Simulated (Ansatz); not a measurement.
Geometry optimisation, Ansatz, UKS BHLYP/def2-SVP.

input.yaml

```yaml
crystal:
  periodic: [false, false, false]
  atoms:
    - { symbol: B, position_ang: [0.000949, -0.000198, -0.157671] }
    - { symbol: H, position_ang: [-0.000654, 3.4e-05, 1.036289] }
    - { symbol: H, position_ang: [1.03723, -0.000244, -0.757469] }
    - { symbol: H, position_ang: [-1.033687, -0.000295, -0.760215] }
    - { symbol: C, position_ang: [-0.00053, 7.1e-05, 3.354752] }
    - { symbol: H, position_ang: [-0.58579, -0.909842, 3.353237] }
    - { symbol: H, position_ang: [1.079933, -0.050876, 3.337381] }
    - { symbol: H, position_ang: [-0.497352, 0.961248, 3.355196] }
magnetization:
  spin_polarized: true
  initial_magnetization: 1
basis:
  gaussian: { orbitals: def2-SVP }
hamiltonian:
  xc: { name: BHLYP }
relax:
  f_tol: 0.03
  max_steps: 50
output:
  orbitals: {}
```

Command:

```bash
$ ansatz run input.yaml --threads 1 --pin off --max-ram 2048MiB --backend cpu --events-out ev --progress --plain --runs-dir out
```

Task: Where does it end, and by what steps?

Result: It converged. The force dipped under the threshold on the way, but the program's further checks kept it going. After 13 steps the energy has fallen by 0.080 eV; H8 moved furthest, 0.58 Å.

```csv
step,energy less start (eV),largest force component (eV/Å),accepted
0,0.0000,0.234,yes
1,0.0004,0.613,no
2,-0.0175,0.139,yes
3,-0.0481,0.057,yes
4,-0.0699,0.064,yes
5,-0.0690,0.672,no
6,-0.0735,0.037,yes
7,-0.0770,0.065,yes
8,-0.0604,0.369,no
9,-0.0788,0.008,yes
10,-0.0799,0.015,yes
11,-0.0803,0.025,yes
12,-0.0802,0.072,no
13,-0.0804,0.023,yes
```

```xyz
8
Properties=species:S:1:pos:R:3
B 0.007 -0.001 -0.712
H 0.005 -0.004 0.484
H 1.044 0.000 -1.311
H -1.028 0.000 -1.314
C -0.006 0.001 3.908
H -0.591 -0.910 3.929
H 1.073 -0.050 3.838
H -0.503 0.963 3.939
```

Whether the end is a true minimum wasn't checked by a vibrational analysis.

Run time: 29 s on 1 thread of Intel(R) Xeon(R) Platinum 8259CL CPU @ 2.50GHz (Skylake/Cascade Lake), on a shared host, peak memory 0.14 GiB.
